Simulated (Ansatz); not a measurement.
The input, for Ansatz 0.2.0:

```yaml
crystal:
  periodic: [false, false, false]
  atoms:
    - {symbol: N, position_ang: [0.000000, 0.000000, 0.000000]}
    - {symbol: H, position_ang: [0.000000, 0.000000, 0.947000]}
basis:
  gaussian: {orbitals: "6-31++G**"}
magnetization: {spin_polarized: false, initial_magnetization: 2}
correlation: {method: sc_nevpt2, electrons: all, active_space: {window: {electrons: 4, orbitals: 4}, states: [{multiplicity: 3, irrep: Sigma, weights: [1]}]}}
```

```sh
$ ansatz run in.yaml --threads 1 --pin off --events-out ev --progress --plain --max-ram 2393MiB
```

Question: One thing in this input was set wrong on purpose, beside settings that are merely unusual. What is the gravest fault, and what does the program do?

Answer: Irrep not in the group. How the run ends: stopped by an error.
```
380 factors; integrals over basis functions are off by at most 1.3e-7 eV
mean field evaluation 1: about -1494.9974 eV, gradient 9.3e0 eV
mean field evaluation 2: about -1494.9973 eV, gradient 9.3e0 eV
mean field evaluation 4: about -1495.3402 eV, gradient 8.1e-1 eV
mean field evaluation 8: about -1495.3452 eV, gradient 9.1e-6 eV
mean field -1495.34515472 eV, -54.9529208546 hartree, gradient 6.1e-7 eV, S^2 2.000000; 0 other end points of the search recorded, 0 dependent functions left out
reference -1495.34515472 eV, -54.9529208546 hartree; 5, 3 occupied and 20, 22 virtual orbitals, 380 factors
Error: the irrep Sigma is not accepted for these orbitals, which take A1, B1, B2, A2, or 1 to 4
```
